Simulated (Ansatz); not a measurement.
```yaml
crystal:
  periodic: [false, false, false]
  atoms:
    - {symbol: Ga, position_ang: [0.000000, 0.000000, -3.190733]}
    - {symbol: S, position_ang: [0.000000, 0.000000, -0.959081]}
    - {symbol: P, position_ang: [0.000000, 0.000000, 1.348011]}
    - {symbol: H, position_ang: [0.000000, 0.000000, 2.801803]}
basis:
  gaussian: {orbitals: def2-TZVP}
magnetization: {spin_polarized: true, initial_magnetization: 3}
hamiltonian: {xc: pbe0}
relax: {f_tol: 0.004, max_steps: 80}
```

```sh
$ ansatz run in.yaml --threads 1 --pin off --events-out ev --progress --plain --max-ram 2176MiB
```

Steps of the relaxation (energy above the last step; positions in Å, forces in eV/Å):

```
4
step 1, 5.2 meV
Ga    0.000    0.000   -3.191    0.000    0.000    0.088
S     0.000    0.000   -0.959    0.000    0.000    0.026
P     0.000    0.000    1.348    0.000    0.000   -0.325
H     0.000    0.000    2.802    0.000    0.000    0.210
```

```
4
step 2, 2.9 meV
Ga    0.000    0.000   -3.184    0.000    0.000    0.013
S     0.000    0.000   -0.958    0.000    0.000    0.078
P     0.000    0.000    1.340    0.000    0.000   -0.200
H     0.000    0.000    2.802    0.000    0.000    0.110
```

```
4
step 3, 0.6 meV
Ga    0.000    0.000   -3.171    0.000    0.000   -0.075
S     0.000    0.000   -0.946    0.000    0.000    0.092
P     0.000    0.000    1.323    0.000    0.000   -0.048
H     0.000    0.000    2.794    0.000    0.000    0.030
```

```
4
step 5, 0.0 meV
Ga    0.000    0.000   -3.173    0.000    0.000   -0.002
S     0.000    0.000   -0.936    0.000    0.000    0.001
P     0.000    0.000    1.317    0.000    0.000    0.000
H     0.000    0.000    2.792    0.000    0.000    0.002
```

Close pairs at the end: P3–H4 1.475 Å, Ga1–S2 2.237 Å, S2–P3 2.254 Å.

A stationary point of unrestricted PBE0 after 5 steps, with ⟨S²⟩ = 3.764 against 3.75 for a pure state; no frequencies were run, so it isn't proven a minimum. 26 s on 1 thread of Intel Xeon 6975P-C, shared host.
